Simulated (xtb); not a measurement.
xtb input (GFN1-xTB):

```bash
xtb mol.xyz --gfn 1 --opt tight --chrg 0 --uhf 0
```
mol.xyz:
```
14

C      0.69937568     1.82728426     0.00054562
C      0.70156397     0.30144699     0.00086227
C     -0.70156397    -0.30144699    -0.00086227
C     -0.69937568    -1.82728426    -0.00054562
H      1.71402131     2.22985319     0.00179956
H     -1.71402131    -2.22985319    -0.00179956
H      0.18459666     2.21933891     0.88117291
H      0.18691897     2.21897643    -0.88159613
H     -0.18691897    -2.21897643     0.88159613
H     -0.18459666    -2.21933891    -0.88117291
H      1.25015028    -0.06514793    -0.87321431
H      1.24784513    -0.06478813     0.87653194
H     -1.24784513     0.06478813    -0.87653194
H     -1.25015028     0.06514793     0.87321431
```

Output:

```
           -------------------------------------------------
          |                Calculation Setup                |
           -------------------------------------------------

           -------------------------------------------------
          |                 G F N 1 - x T B                 |
           -------------------------------------------------

        Reference                      10.1021/acs.jctc.7b00118
      * Hamiltonian:
        H0-scaling (s, p, d)           1.850000    2.250000    2.000000
        zeta-weighting                 0.000000
      * Dispersion:
        s8                             2.400000
        a1                             0.630000
        a2                             5.000000
        s9                             0.000000
      * Repulsion:
        kExp                           1.500000
        rExp                           1.000000
      * Coulomb:
        alpha                          2.000000
        third order                    atomic
        anisotropic                    false
      * Halogen bond correction:
        rad-scale                      1.300000
        damping                        0.440000

          ...................................................
          :                      SETUP                      :
          :.................................................:
          :  # basis functions                  36          :
          :  # atomic orbitals                  36          :
          :  # shells                           28          :
          :  # electrons                        26          :
          :  # halogen bonds                     0          :
          :  max. iterations                   250          :
          :  Hamiltonian                  GFN1-xTB          :
          :  restarted?                      false          :
          :  GBSA solvation                  false          :
          :  PC potential                    false          :
          :  electronic temp.          300.0000000     K    :
          :  accuracy                    1.0000000          :
          :  -> integral cutoff          0.2500000E+02      :
          :  -> integral neglect         0.1000000E-07      :
          :  -> SCF convergence          0.1000000E-05 Eh   :
          :  -> wf. convergence          0.2000000E-04 e    :
          :  Broyden damping             0.4000000          :
          :  net charge                          0          :
          :  unpaired electrons                  0          :
          ...................................................

 iter      E             dE          RMSdq      gap      omega  full diag
   1    -14.0396054 -0.140396E+02  0.761E+00    8.49       0.0  T
   2    -14.0595109 -0.199054E-01  0.464E+00    8.96       1.0  T
   3    -14.0601143 -0.603458E-03  0.514E-01    9.06       1.0  T
   4    -14.0612279 -0.111357E-02  0.279E-02    8.99       1.0  T
   5    -14.0612351 -0.724176E-05  0.643E-03    9.00       4.2  T
   6    -14.0612353 -0.192938E-06  0.108E-03    9.00      24.8  T
   7    -14.0612353 -0.462408E-08  0.104E-04    9.00     256.8  T
[...]
        14                         -0.1333590              -3.6289 (LUMO)
        15                         -0.1140822              -3.1043
        16                         -0.1115671              -3.0359
        17                         -0.0935443              -2.5455
        18                         -0.0915361              -2.4908
        19                         -0.0594212              -1.6169
        20                         -0.0583601              -1.5881
        21                         -0.0445982              -1.2136
        22                         -0.0423401              -1.1521
        23                         -0.0297329              -0.8091
        24                          0.0765562               2.0832
       ...                                ...                  ...
        36                          0.4731709              12.8756
      -------------------------------------------------------------
                  HL-Gap            0.3336023 Eh            9.0778 eV
             Fermi-level           -0.3001602 Eh           -8.1678 eV

  Mulliken/CM5 charges         n(s)   n(p)   n(d)
     1C    -0.08508 -0.23654   1.007  3.078  0.000
     2C    -0.04076 -0.15344   1.028  3.013  0.000
     3C    -0.04076 -0.15344   1.028  3.013  0.000
     4C    -0.08508 -0.23654   1.007  3.078  0.000
     5H     0.02837  0.07959   0.972  0.000  0.000
     6H     0.02837  0.07959   0.972  0.000  0.000
     7H     0.02696  0.07869   0.973  0.000  0.000
     8H     0.02696  0.07869   0.973  0.000  0.000
     9H     0.02696  0.07869   0.973  0.000  0.000
    10H     0.02696  0.07869   0.973  0.000  0.000
    11H     0.02177  0.07650   0.978  0.000  0.000
    12H     0.02177  0.07650   0.978  0.000  0.000
    13H     0.02177  0.07650   0.978  0.000  0.000
    14H     0.02177  0.07650   0.978  0.000  0.000

Wiberg/Mayer (AO) data.
largest (>0.10) Wiberg bond orders for each atom

 ---------------------------------------------------------------------------
     #   Z sym  total        # sym  WBO       # sym  WBO       # sym  WBO
 ---------------------------------------------------------------------------
     1   6 C    3.997 --     2 C    1.017     8 H    0.988     7 H    0.988
                             5 H    0.987
     2   6 C    3.998 --     1 C    1.017     3 C    1.007    11 H    0.981
                            12 H    0.981
     3   6 C    3.998 --     4 C    1.017     2 C    1.007    14 H    0.981
                            13 H    0.981
     4   6 C    3.997 --     3 C    1.017     9 H    0.988    10 H    0.988
                             6 H    0.987
     5   1 H    1.005 --     1 C    0.987
     6   1 H    1.005 --     4 C    0.987
     7   1 H    1.005 --     1 C    0.988
     8   1 H    1.005 --     1 C    0.988
     9   1 H    1.005 --     4 C    0.988
    10   1 H    1.005 --     4 C    0.988
    11   1 H    1.006 --     2 C    0.981
    12   1 H    1.006 --     2 C    0.981
    13   1 H    1.006 --     3 C    0.981
    14   1 H    1.006 --     3 C    0.981
 ---------------------------------------------------------------------------

Topologies differ in total number of bonds
Writing topology from bond orders to xtbtopo.mol

 dipole moment from electron density (au)
     X       Y       Z
   0.0000  -0.0000   0.0000  total (Debye):    0.000

           -------------------------------------------------
          |                Geometry Summary                 |
           -------------------------------------------------

      molecular mass/u    :       58.1223511
   center of mass at/Å    :        0.0000000      -0.0000000      -0.0000000
  moments of inertia/u·Å² :        0.2186536E+02   0.1371968E+03   0.1464424E+03
rotational constants/cm⁻¹ :        0.7709745E+00   0.1228719E+00   0.1151144E+00
Note: The following floating-point exceptions are signalling: IEEE_UNDERFLOW_FLAG IEEE_DENORMAL
normal termination of xtb

 * 13 selected distances

     #   Z          #   Z                                           value/Å
     1   6 C        2   6 C                                       1.5279234
     2   6 C        3   6 C                                       1.5320242 (max)
     3   6 C        4   6 C                                       1.5279234
     1   6 C        5   1 H                                       1.0905257 (min)
     4   6 C        6   1 H                                       1.0905257
     1   6 C        7   1 H                                       1.0910513
     1   6 C        8   1 H                                       1.0910513
     4   6 C        9   1 H                                       1.0910513
     4   6 C       10   1 H                                       1.0910513
     2   6 C       11   1 H                                       1.0953979
     2   6 C       12   1 H                                       1.0953979
     3   6 C       13   1 H                                       1.0953979
     3   6 C       14   1 H                                       1.0953979

 * 2 distinct bonds (by element types)

   Z      Z             #   av. dist./Å        max./Å        min./Å
   1 H    6 C          10     1.0926848     1.0953979     1.0905257
   6 C    6 C           3     1.5292903     1.5320242     1.5279234

optimized geometry written to: xtbopt.xyz

           -------------------------------------------------
          | TOTAL ENERGY              -13.866068327323 Eh   |
          | GRADIENT NORM               0.000043623046 Eh/α |
          | HOMO-LUMO GAP               9.077781485547 eV   |
           -------------------------------------------------

------------------------------------------------------------------------
------------------------------------------------------------------------
 total:
 SCF:
 ANC optimizer:
```
